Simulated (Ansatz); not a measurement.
What does this script print? It uses Ansatz's Python interface.

Script `torsion_c2h4o2s.py`:
```python
"""Energy of C2H4O2S as one group turns about a bond."""

import ansatz as az
from ase import Atoms

SETTINGS = {
    "basis": "def2-SVP",
    "functional": "CAM-B3LYP",
    "fmax": 0.02,
}


def main() -> None:
    atoms = Atoms(["C", "S", "C", "O", "O", "H", "H", "H", "H"], positions=[
        (-0.5193, -1.1185, -0.8119),
        (1.1333, -0.6559, -0.4206),
        (0.8618, 0.7437, 0.5854),
        (1.898, 1.365, 1.0991),
        (-0.3649, 1.15, 0.8202),
        (-1.0552, -0.2348, -1.3551),
        (-0.5491, -1.9502, -1.4704),
        (-1.0946, -1.2954, 0.0747),
        (-0.2214, 1.9498, 1.4615),
    ])

    # relax first, so that the scan starts from a minimum
    first = (
        az.Crystal.molecule_from_ase(atoms).calculation()
        .basis(gaussian=SETTINGS["basis"])
        .functional(SETTINGS["functional"])
        .relax(force_tolerance=SETTINGS["fmax"], max_steps=80)
    )
    atoms.positions = first.run().report["positions_ang"]

    start = atoms.get_dihedral(2, 1, 0, 5)
    energies = {}
    for turn in range(0, 121, 15):
        turned = atoms.copy()
        turned.set_dihedral(2, 1, 0, 5, start + turn, indices=[0, 5, 6, 7])
        calc = (
            az.Crystal.molecule_from_ase(turned).calculation()
            .basis(gaussian=SETTINGS["basis"])
            .functional(SETTINGS["functional"])
        )
        energies[round((start + turn) % 360)] = calc.run().report["free_energy_ev"]
    floor = min(energies.values())
    print("dihedral C2-S1-C0-H5 (deg)   E - E(min) (kJ/mol)")
    for angle, e in sorted(energies.items()):
        print(f"{angle:8d} {96.485332 * (e - floor):14.3f}  " + "#" * int(30 * (e - floor) / max(max(energies.values()) - floor, 1e-9)))


if __name__ == "__main__":
    main()
```

Output of `python torsion_c2h4o2s.py`:
```text
dihedral C2-S1-C0-H5 (deg)   E - E(min) (kJ/mol)
      61          0.000
      76          0.834  ###
      91          3.075  ############
     106          5.713  #######################
     121          7.421  ##############################
     136          7.415  #############################
     151          6.023  ########################
     166          4.333  #################
     181          3.417  #############
```

The scan is rigid and the energies are electronic, in a modest basis. With rigid groups the curve can differ much from the relaxed path, the start wasn't checked as a minimum of this torsion, and equivalent turns needn't return to the same energy. Timing: 44 s on 1 thread of Intel(R) Xeon(R) Processor @ 2.30GHz (shared host), peak memory 0.34 GiB.
